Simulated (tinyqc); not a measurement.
Inside a calculation. Method: LCCD on RHF in the sto-6g basis, for H2O, spin multiplicity 1. One step of it, computed by the program tinyqc.

Task: LCCD: starting amplitudes. t_ij^ab = <ij||ab> / (e_i + e_j - e_a - e_b), whose energy is MP2.

orbital energies (hartree): [-20.538267, -1.223151, -0.525615, -0.467309, -0.400376, 0.478116, 0.537364]

Two-electron integrals over orbitals (pq|rs), unique and non-zero (hartree):
```
(11|11) 4.763637    (21|11) -0.439160   (21|21) 0.065338    (22|11) 1.035375
(22|21) -0.016223   (22|22) 0.728795    (31|31) 0.011751    (32|31) 0.017584
(32|32) 0.129706    (33|11) 0.781533    (33|21) -0.004706   (33|22) 0.625026
(33|33) 0.602435    (41|11) 0.179164    (41|21) -0.024839   (41|22) 0.013179
(41|33) 0.005491    (41|41) 0.025064    (42|11) -0.162294   (42|21) 0.008998
(42|22) -0.026035   (42|33) 0.000684    (42|41) 0.016363    (42|42) 0.129276
(43|31) -0.003294   (43|32) 0.023569    (43|43) 0.057548    (44|11) 0.914201
(44|21) -0.010829   (44|22) 0.652439    (44|33) 0.569434    (44|41) -0.007965
(44|42) -0.087655   (44|44) 0.682319    (51|51) 0.026648    (52|51) 0.033107
(52|52) 0.150742    (53|53) 0.027475    (54|51) -0.012471   (54|52) -0.046212
(54|54) 0.048081    (55|11) 1.117101    (55|21) -0.011564   (55|22) 0.756764
(55|33) 0.611453    (55|41) 0.004470    (55|42) -0.085142   (55|44) 0.678735
(55|55) 0.880663    (61|11) -0.195851   (61|21) 0.031327    (61|22) -0.001404
(61|33) 0.001070    (61|41) 0.002484    (61|42) 0.021664    (61|44) -0.015742
(61|55) -0.004783   (61|61) 0.028312    (62|11) 0.269162    (62|21) -0.006253
(62|22) 0.133573    (62|33) 0.072944    (62|41) 0.018886    (62|42) 0.032054
(62|44) 0.055640    (62|55) 0.139353    (62|61) 0.011868    (62|62) 0.097733
(63|31) 0.003233    (63|32) -0.027125   (63|43) -0.034013   (63|63) 0.065646
(64|11) 0.277564    (64|21) -0.003343   (64|22) 0.129467    (64|33) 0.053967
(64|41) -0.000705   (64|42) -0.062073   (64|44) 0.130822    (64|55) 0.155583
(64|61) -0.003219   (64|62) 0.054983    (64|64) 0.107284    (65|51) 0.012368
(65|52) 0.048692    (65|54) 0.006470    (65|65) 0.034500    (66|11) 0.815119
(66|21) -0.007942   (66|22) 0.608855    (66|33) 0.558255    (66|41) 0.017460
(66|42) 0.041931    (66|44) 0.555267    (66|55) 0.591988    (66|61) 0.009478
(66|62) 0.099234    (66|64) 0.057571    (66|66) 0.596553    (71|31) 0.014708
(71|32) 0.021031    (71|43) -0.004216   (71|63) 0.003643    (71|71) 0.018433
(72|31) 0.014817    (72|32) 0.053052    (72|43) -0.033965   (72|63) 0.030782
(72|71) 0.017844    (72|72) 0.065921    (73|11) 0.369023    (73|21) -0.006773
(73|22) 0.160836    (73|33) 0.091722    (73|41) -0.000519   (73|42) -0.085265
(73|44) 0.130211    (73|55) 0.201093    (73|61) -0.005778   (73|62) 0.065874
(73|64) 0.108742    (73|66) 0.047630    (73|73) 0.164825    (74|31) -0.008702
(74|32) -0.075105   (74|43) -0.016538   (74|63) 0.052539    (74|71) -0.010797
(74|72) -0.014380   (74|74) 0.075272    (75|53) 0.023700    (75|75) 0.023518
(76|31) 0.007253    (76|32) 0.080320    (76|43) 0.061820    (76|63) -0.056905
(76|71) 0.008729    (76|72) -0.008178   (76|74) -0.063243   (76|76) 0.108290
(77|11) 0.809984    (77|21) -0.007772   (77|22) 0.600178    (77|33) 0.582598
(77|41) 0.003846    (77|42) -0.011606   (77|44) 0.567235    (77|55) 0.595266
(77|61) -0.002536   (77|62) 0.058143    (77|64) 0.043943    (77|66) 0.555314
(77|73) 0.079412    (77|77) 0.587087
```

Give: Starting amplitudes; correlation energy.

Result:

Starting amplitudes (spin orbitals 1a, 1b, ...; amplitudes related by a flip of all spins are not repeated; the 24 largest):
```
from      to          t
3a 3b  7a 7b    -0.0775
4a 4b  6a 6b    -0.0567
3a 4b  6b 7a     0.0541
4a 4b  7a 7b    -0.0375
3a 3b  6a 6b    -0.0327
2a 2b  6a 6b    -0.0287
3a 4a  6a 7a     0.0280
3a 4b  6a 7b    -0.0262
2a 3b  6a 7b    -0.0238
2a 4b  6a 6b    -0.0208
5a 5b  6a 6b    -0.0196
2a 2b  7a 7b    -0.0187
2a 3a  6a 7a    -0.0127
5a 5b  7a 7b    -0.0125
2a 3b  6b 7a     0.0111
2a 4b  7a 7b     0.0052
1a 2b  7a 7b    -0.0008
1a 1b  6a 6b    -0.0007
1a 2b  6a 6b    -0.0005
1a 4b  7a 7b   4.89e-04
1a 1b  7a 7b  -4.37e-04
1a 3a  6a 7a   4.27e-04
1a 3b  6a 7b   2.62e-04
1a 3b  6b 7a   1.65e-04
```

correlation energy = -0.053757 hartree
